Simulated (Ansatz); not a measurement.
Input file:

```yaml
crystal:
  periodic: [false, false, false]
  atoms:
    - {symbol: N, position_ang: [0.055446, -0.055504, 0.055944]}
    - {symbol: H, position_ang: [0.645789, 0.536798, 0.646157]}
    - {symbol: H, position_ang: [-0.537475, -0.643750, 0.647628]}
    - {symbol: H, position_ang: [-1.525821, 1.527414, -1.539509]}
    - {symbol: H, position_ang: [0.647007, -0.649158, -0.531687]}
basis:
  gaussian: {orbitals: 6-31G}
total_charge: 1
magnetization: {spin_polarized: true, initial_magnetization: 0}
correlation: {method: ccsdt_q, electrons: outside_noble_gas}
```

```sh
$ ansatz run in.yaml --threads 1 --pin off --events-out ev --progress --plain --max-ram 2393MiB
```

Log:

```
397 factors; integrals over basis functions are off by at most 5.8e-8 eV
mean field evaluation 1: about -1523.1901 eV, gradient 4.0e1 eV
mean field evaluation 2: about -1523.1874 eV, gradient 4.0e1 eV
mean field evaluation 4: about -1530.0087 eV, gradient 8.9e0 eV
mean field evaluation 8: about -1530.5177 eV, gradient 1.1e-1 eV
mean field evaluation 16: about -1532.8672 eV, gradient 3.2e0 eV
mean field evaluation 32: about -1532.9490 eV, gradient 2.6e-4 eV
mean field evaluation 64: about -1532.9490 eV, gradient 1.2e-6 eV
mean field evaluation 96: about -1532.7496 eV, gradient 4.8e0 eV
mean field evaluation 128: about -1529.3854 eV, gradient 3.3e0 eV
mean field evaluation 160: about -1526.2930 eV, gradient 2.8e-1 eV
...
cycle  15  -3.07139584 eV  change    6.3e-3 eV  update   4.2e-4
cycle  16  -3.07428617 eV  change   -2.9e-3 eV  update   3.3e-4
cycle  17  -3.07431433 eV  change   -2.8e-5 eV  update   3.6e-5
cycle  18  -3.07428468 eV  change    3.0e-5 eV  update   1.9e-5
cycle  19  -3.07430104 eV  change   -1.6e-5 eV  update   1.1e-5
cycle  20  -3.07427334 eV  change    2.8e-5 eV  update   5.0e-6
cycle  21  -3.07427024 eV  change    3.1e-6 eV  update   1.9e-6
cycle  22  -3.07427088 eV  change   -6.4e-7 eV  update   6.3e-7
cycle  23  -3.07426960 eV  change    1.3e-6 eV  update   2.8e-7
cycle  24  -3.07426999 eV  change   -3.9e-7 eV  update   1.4e-7
perturbative correction -0.02130836 eV, -0.0007830680 hartree
WARN: these amplitudes may be one of several solutions (largest doubles amplitude 0.54, level shift 0.00 eV)
Total energy: -1536.04456354 eV, -56.4485965416 hartree
```

For the same geometry and basis full CI lies 5.7 meV higher. The determinant has ⟨S²⟩ = 0.97, so this isn't a pure spin state. By full CI's occupations no single determinant describes the state well.

Ran on 1 thread of Arm Neoverse V2, shared host: 2.5 s wall, 0.19 GiB peak host memory.
